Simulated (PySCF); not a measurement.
Species: C2H3F.
Geometry (PBE0-D3(BJ)/def2-SVP, Å), atoms numbered from 1 in this order:
```xyz
6
C2H3F angstrom
C     -0.3475   -0.1273    0.5993
C      0.3142    0.1725   -0.5098
F      0.5531   -0.7154   -1.4694
H     -0.7307   -1.1347    0.7743
H     -0.5129    0.6445    1.3515
H      0.7238    1.1603   -0.7459
```

The species is `C=CF` (C2H3F).

ESP-fitted charges (e) from the PBE0/pcSseg-1 density (PySCF), one withheld:

```csv
atom,bonded to,charge
C1,C2 H4 H5,-0.6142
C2,C1 F3 H6,?
F3,C2,-0.1519
H4,C1,+0.2568
H5,C1,+0.2227
H6,C2,+0.1218
```

Question: What is the charge on C2?

Answer: The charges add up to the total charge, 0. The others sum to -0.1648, which leaves +0.1648 e for C2 (vinylic C–F carbon); the computed value is +0.1649, the difference coming from rounding.

Question: Add each hydrogen's charge to the atom that carries it.

Answer: C1 -0.1347, C2 +0.2867. Atoms without hydrogen keep their charges.

Question: Across which bond do the charges differ most?

Answer: H4–C1: +0.2568 on H4 against -0.6142 on C1, a difference of 0.8710 e. The lower charge is on the more electronegative element of the two (Pauling values: C 2.55, H 2.20).

Question: Take the bonds between elements whose Pauling electronegativities differ by more than 0.25. In how many does the more electronegative atom carry the lower charge?

Answer: In 3 of 4; it doesn't in C2–H6.

Question: How much positive and how much negative charge does this set hold in all?

Answer: +0.7662 e on 4 atoms and -0.7661 e on 2.

The ESP scheme fits charges at the nuclei, held to the total charge, to the electrostatic potential on points at 1.4 to 2.0 times the van der Waals radii. Geometry: PBE0-D3(BJ)/def2-SVP; no solvent, vibrations or thermal averaging.

These values come from a run that also computed NMR shieldings. Rough CPU time on one thread of a shared machine: about 1.9 s.
